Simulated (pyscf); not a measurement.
Structures and frequencies: ωB97X-D3(BJ)/def2-SVP in PySCF.

Q: For H₂N–Si(Cl)(Cl)–Cl + H₂ -> Cl–SiH(Cl)–Cl + NH₃, a four-centre exchange (singlet surface; N–Si, H–H broken, H–Si, H–N formed), PBE/def2-TZVP gives ΔE‡ = 43.1 kcal/mol and ΔE = +9.5 kcal/mol (zero: the separated reactants). In which direction and how far do B3LYP-D3(BJ)/def2-TZVP, M06-2X/def2-TZVP, ωB97M-D3(BJ)/def2-TZVP move these?

A: B3LYP-D3(BJ): ΔE‡ = 49.7 kcal/mol, ΔE = +11.5 kcal/mol; M06-2X: ΔE‡ = 51.9 kcal/mol, ΔE = +13.9 kcal/mol; ωB97M-D3(BJ): ΔE‡ = 49.6 kcal/mol, ΔE = +11.6 kcal/mol. PBE's barrier lies under all of them, by 6.5 to 8.8 kcal/mol. Its reaction energy lies under all of them, by 2.0 to 4.4 kcal/mol. Low barriers are usual for a GGA, whose delocalisation error favours stretched bonds. On the product side the descent ends in an adduct with a N–Si contact (not fully relaxed), 5.7 kcal/mol under the separated species and 43.2 kcal/mol under the saddle at ωB97X-D3(BJ)/def2-TZVP. What is counted as broken (N–Si) persists as a longer contact in the product adduct; parting that adduct is a step of its own. One saddle was located; it need not be the lowest between these sides.
